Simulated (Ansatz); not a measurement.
# Litharge PbO

Computed with r²SCAN-D4 (Ansatz, an electronic-structure program, plane waves, PAW).

Numerical settings: plane-wave cutoff 500 eV, 8×8×8 k mesh, gaussian smearing 0.02 eV, scalar-relativistic PAW data made under PBE.

Cell (relaxed at this level):

```yaml
crystal:
  lattice:
    - [3.98408, 0.00000, 0.00000]
    - [0.00000, 3.98408, 0.00000]
    - [0.00000, 0.00000, 5.12164]
  atoms:
    - { symbol: Pb, position: [0.00000, 0.50000, 0.23135] }
    - { symbol: Pb, position: [0.50000, 0.00000, 0.76865] }
    - { symbol: O, position: [0.00000, 0.00000, 0.00000] }
    - { symbol: O, position: [0.50000, 0.50000, 0.00000] }
```

| Property | Value |
|---|---|
| equilibrium volume per atom | 20.32 Å³/atom |
| lattice parameter a | 3.984 Å |
| c axis length | 5.122 Å |

Measured, for comparison: lattice constant a 3.975 Å (room temperature, not corrected to a static lattice, our sources range from 3.964 to 3.975; as tabulated in Canepa et al. (2012), arXiv:1204.2842); lattice parameter c 5.023 Å (room temperature, not corrected to a static lattice, our sources range from 4.995 to 5.023; as tabulated in Canepa et al. (2012), arXiv:1204.2842). Computed (rounded) less measured: lattice constant a +0.2 % (+0.2 % to +0.5 % over the range), lattice parameter c +2.0 % (+2.0 % to +2.5 % over the range).

Spin–orbit coupling is not included; it can shift volumes and moduli of such heavy elements.

The result took about 80 core-seconds (a rough figure).
